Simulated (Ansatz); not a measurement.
# [PO2]+ (SMILES O=[P+]=O) at 6 levels

We compute a comparison of 6 runs (HF/STO-3G, B2PLYP/STO-3G, B3LYP/STO-3G, BHLYP/STO-3G, SVWN5/STO-3G, FCI/STO-3G) of [PO2]+. 

The results are computed with Ansatz 0.2.0.

20 further runs of the same task are left out: 18 that didn't finish, 2 set aside as unsound or not needed.

### Step 1. The system as given

[PO2]+: 3 atoms, total charge +1, spin state singlet. As SMILES, `O=[P+]=O`. The P2–O1 distance was set to 2.111 Å, away from the relaxed value.

Bond lengths: P2–O3 1.408 Å. A long bond or contact: O1–P2 2.111 Å.

### Step 2. The energy at HF/STO-3G (run 1)

Input file in.yaml:

```yaml
crystal:
  periodic: [false, false, false]
  atoms:
    - {symbol: O, position_ang: [1.188323, 1.538959, 0.822102]}
    - {symbol: P, position_ang: [0.000230, -0.000210, 0.000340]}
    - {symbol: O, position_ang: [-0.792520, -1.025690, -0.548520]}
basis:
  gaussian: {orbitals: STO-3G}
total_charge: 1
hamiltonian: {xc: hf}
accuracy: high
```

Run with:

```console
$ ansatz run in.yaml --threads 1 --pin off --max-ram 2610MiB --events-out events.jsonl --progress --plain --runs-dir runs
```

The log of the run:

```text
Warning: RAYON_NUM_THREADS=1 ignored (pool sized by the plan → 1); use --threads N
Functional definition: HF
  name "HF"
  exchange = exact_x
  correlation = 0
315 factors; integrals over basis functions are off by at most 2.6e-8 eV
mean field evaluation 1: about -13158.1626 eV, gradient 5.9e1 eV
mean field evaluation 2: about -13158.1896 eV, gradient 5.9e1 eV
mean field evaluation 4: about -13165.5149 eV, gradient 5.6e1 eV
mean field evaluation 8: about -13174.4327 eV, gradient 2.2e-1 eV
mean field evaluation 16: about -13174.4114 eV, gradient 8.7e-9 eV
mean field evaluation 32: about -13173.2706 eV, gradient 6.4e-2 eV
mean field evaluation 64: about -13173.2987 eV, gradient 2.4e-1 eV
mean field -13174.41142431 eV, -484.1506899065 hartree, gradient 1.5e-8 eV, S^2 0.000000; 0 other end points of the search recorded, 0 dependent functions left out
reference -13174.41142431 eV, -484.1506899065 hartree; 15, 15 occupied and 4, 4 virtual orbitals, 315 factors
Total energy: -13174.41142431 eV, -484.1506899065 hartree
```

It took 0.14 s on 1 thread of Arm Neoverse V1, shared host.

### Step 3. A single-point energy at B2PLYP/STO-3G (run 2)

Input file input.yaml:

```yaml
crystal:
  periodic: [false, false, false]
  atoms:
    - {symbol: O, position_ang: [1.188323, 1.538959, 0.822102]}
    - {symbol: P, position_ang: [0.000230, -0.000210, 0.000340]}
    - {symbol: O, position_ang: [-0.792520, -1.025690, -0.548520]}
basis:
  gaussian:
    orbitals: STO-3G
total_charge: 1
hamiltonian:
  xc: {name: B2PLYP}
correlation:
  frozen_orbitals: {O: 1, P: 5}
accuracy: high
```

Run with:

```console
$ ansatz run input.yaml --threads 1 --pin off --max-ram 2610MiB --events-out events.jsonl --progress --plain --runs-dir runs
```

The log of the run, shortened:

```text
Warning: RAYON_NUM_THREADS=1 ignored (pool sized by the plan → 1); use --threads N
Functional definition: B2PLYP
  name "B2PLYP"
[...]
315 factors; integrals over basis functions are off by at most 2.6e-8 eV
[...]
mean field -13196.94482737 eV, -484.9787771954 hartree, gradient 5.0e-8 eV, S^2 0.000000; 5 other end points of the search recorded, 0 dependent functions left out; unrestricted orbitals would lower it
7 core orbitals not correlated: weight in the atoms' cores, before any rotation towards them, 1.000 or more for the frozen orbitals, at most 0.000 for the correlated occupied ones
reference -13196.94483965 eV, -484.9787776467 hartree; 8, 8 occupied and 4, 4 virtual orbitals, 315 factors
second order -7.74021317 eV of doubles, -0.00000000 eV of singles
Total energy: -13199.03469721 eV, -485.0555784953 hartree
```

Wall time 2.5 s (1 thread of Arm Neoverse V1, shared host).

Runs 3 to 4 aren't shown in full; the table further down has their settings and results.

### Step 4. A single-point energy at SVWN5/STO-3G (run 5)

input.yaml: that of step 3 with these lines changed.

```diff
@@ -11,5 +11,3 @@
 hamiltonian:
-  xc: {name: B2PLYP}
-correlation:
-  frozen_orbitals: {O: 1, P: 5}
+  xc: {name: SVWN5}
 accuracy: high
```

Run with:

```console
$ ansatz run input.yaml --threads 1 --pin off --max-ram 2610MiB --events-out events.jsonl --progress --plain --runs-dir runs
```

The log of the run:

```text
Warning: RAYON_NUM_THREADS=1 ignored (pool sized by the plan → 1); use --threads N
Functional definition: SVWN5
  name "SVWN5"
  exchange = slater_x
  correlation = vwn5_c
315 factors; integrals over basis functions are off by at most 2.6e-8 eV
mean field evaluation 1: about -13123.6310 eV, gradient 7.0e1 eV
mean field evaluation 2: about -12975.6835 eV, gradient 8.8e1 eV
mean field evaluation 4: about -13101.0820 eV, gradient 8.3e1 eV
mean field evaluation 8: about -13143.2470 eV, gradient 1.5e-1 eV
mean field evaluation 16: about -13139.9734 eV, gradient 9.4e0 eV
mean field -13143.24714545 eV, -483.0054237823 hartree, gradient 3.1e-8 eV, S^2 0.000000; 0 other end points of the search recorded, 0 dependent functions left out
reference -13143.24714646 eV, -483.0054238194 hartree; 15, 15 occupied and 4, 4 virtual orbitals, 315 factors
Total energy: -13143.24714646 eV, -483.0054238194 hartree
```

Run time: 0.6 s. Hardware: 1 thread of Arm Neoverse V1, shared host.

### Step 5. The energy at FCI/STO-3G (run 6)

Input file input.yaml:

```yaml
crystal:
  periodic: [false, false, false]
  atoms:
    - symbol: O
      position_ang: [1.188323, 1.538959, 0.822102]
    - symbol: P
      position_ang: [0.000230, -0.000210, 0.000340]
    - symbol: O
      position_ang: [-0.792520, -1.025690, -0.548520]
basis:
  gaussian: {orbitals: STO-3G}
total_charge: 1
correlation: {method: fci, frozen_orbitals: {O: 1, P: 5}}
accuracy: high
```

Run with:

```console
$ ansatz run input.yaml --threads 1 --pin off --max-ram 2610MiB --events-out events.jsonl --progress --plain --runs-dir runs
```

The log of the run, shortened:

```text
Warning: RAYON_NUM_THREADS=1 ignored (pool sized by the plan → 1); use --threads N
[... 2 set-up lines as earlier in the session ...]
[...]
315 factors; integrals over basis functions are off by at most 2.6e-8 eV
[...]
mean field -13174.41142431 eV, -484.1506899065 hartree, gradient 1.5e-8 eV, S^2 0.000000; 6 other end points of the search recorded, 0 dependent functions left out; unrestricted orbitals would lower it
unrestricted determinant -13176.56539891 eV, -484.2298470133 hartree, S^2 1.5230
7 core orbitals not correlated: weight in the atoms' cores, before any rotation towards them, 1.000 or more for the frozen orbitals, at most 0.000 for the correlated occupied ones
reference -13174.41142431 eV, -484.1506899065 hartree; 8, 8 occupied and 4, 4 virtual orbitals, 315 factors
state -13180.24723736 eV, -484.3651520807 hartree
Total energy: -13180.24723736 eV, -484.3651520807 hartree
```

Run time: 2.2 s. Hardware: 1 thread of Arm Neoverse V1, shared host.

### Step 6. All runs side by side

```tsv
run	level	frozen core orbitals	energy (Eh)	wall time
1	HF/STO-3G	–	-484.150690	0.14 s
2	B2PLYP/STO-3G	7	-485.055578	2.5 s
3	B3LYP/STO-3G	–	-485.351028	0.94 s
4	BHLYP/STO-3G	–	-485.289625	0.99 s
5	SVWN5/STO-3G	–	-483.005424	0.6 s
6	FCI/STO-3G	7	-484.365152	2.2 s
```

### Step 7. What came out

| quantity | value |
| --- | --- |
| run 6: total energy | -484.36515 Eh |
| run 6: correlation energy (7 core orbitals frozen) | -214.5 mEh |

**Reading.** Against full CI in this basis: HF +214.5 mEh. Totals of different functionals can't be ranked against each other. In run 2 the log says that unrestricted orbitals would lower the reference, so the values rest on an unstable closed-shell determinant (other closed-shell runs at this shape may share the fault). In runs 1, 2, 3, 4, 5, 6 the basis is minimal, so the values are rough. All runs together took 7.4 s, the longest 2.5 s.
